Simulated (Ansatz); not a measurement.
**LiPH₂ (triplet): r2SCAN0, wB97X-V, wB97M-V over a scan of the scale of all distances, 6-31G**

How well do these functionals follow the top wave-function level for LiPH₂ (triplet) over a scan of the scale of all distances?

Computed with Ansatz 0.2.0, Gaussian basis. Level: 6-31G, all electrons in the functionals.

The runs, in order: r2SCAN0, wB97X-V, wB97M-V, at 0.894; 1.000; 1.136; 1.320; 1.500; 1.732; 2.006; 2.423.

34 further runs of the same task are left out: 19 for a known fault of the program, 11 that didn't finish, 4 set aside as unsound or not needed. Runs told in other sessions of the task aren't counted.

## 1. What is computed

The geometry derives from a PBE0/def2-TZVP stationary point (not a proven minimum). All distances are scaled together.

4 atoms, charge 0, spin multiplicity 3.

Atoms are counted from 1 here; the program's logs count them from 0.

Bond lengths: P1–H3 1.430 Å, P1–H4 1.420 Å. Angles: H3–P1–H4 93.2°.

No dispersion term is added; wB97X-V, wB97M-V hold VV10 nonlocal correlation.

The geometry shown and the zero of energy belong to the point 1.000. The yardstick, FCI, and other wave-function levels (R restricted, U unrestricted, valence and pair active spaces) come from earlier runs.

## 2. r2SCAN0, 0.894

File in.yaml:

```yaml
crystal:
  periodic: [false, false, false]
  atoms:
    - {symbol: P, position_ang: [0.000000, 0.024421, 0.437127]}
    - {symbol: Li, position_ang: [0.000000, -0.000995, -2.304238]}
    - {symbol: H, position_ang: [0.000000, 0.450842, 1.642173]}
    - {symbol: H, position_ang: [0.000000, -1.194429, 0.792755]}
basis:
  gaussian: {orbitals: 6-31G}
magnetization: {spin_polarized: true, initial_magnetization: 2}
hamiltonian: {xc: {name: r2SCAN0}}
```

On the command line:

```
$ ansatz run in.yaml --threads 1 --pin off --events-out ev --progress --plain --max-ram 2393MiB
```

The runs that follow: r2SCAN0, 1.000; r2SCAN0, 1.136; r2SCAN0, 1.320; r2SCAN0, 1.500; r2SCAN0, 1.732; r2SCAN0, 2.006; r2SCAN0, 2.423; wB97X-V, 0.894; wB97X-V, 1.000; wB97X-V, 1.136; wB97X-V, 1.320; wB97X-V, 1.500; wB97X-V, 1.732; wB97X-V, 2.006; wB97X-V, 2.423; wB97M-V, 0.894; wB97M-V, 1.000; wB97M-V, 1.136; wB97M-V, 1.320; wB97M-V, 1.500; wB97M-V, 1.732; wB97M-V, 2.006; wB97M-V, 2.423.

Q: Predict the results of all the runs planned. Wanted: span of the FCI curve; largest miss, r2SCAN0; largest miss, wB97X-V; largest miss, wB97M-V.

The runs gave:

| quantity | value |
| --- | --- |
| span of the FCI curve | 456.9 kJ/mol |
| largest miss, r2SCAN0 | +90.4 kJ/mol (2.423) |
| largest miss, wB97X-V | +123.5 kJ/mol (1.732) |
| largest miss, wB97M-V | +118.2 kJ/mol (2.006) |

In words: Of the functionals, r2SCAN0 keep the smallest largest miss at the points compared (at most 90.4 kJ/mol) and wB97X-V strays most (123.5 kJ/mol, at 1.732). r2SCAN0, wB97X-V, wB97M-V clearly break the spin symmetry at some points (⟨S²⟩ up to 1.96 above the pure value), so energy there is bought with a mixed spin. Functionals and the yardstick converge differently with the basis, so part of each miss in 6-31G is the basis.
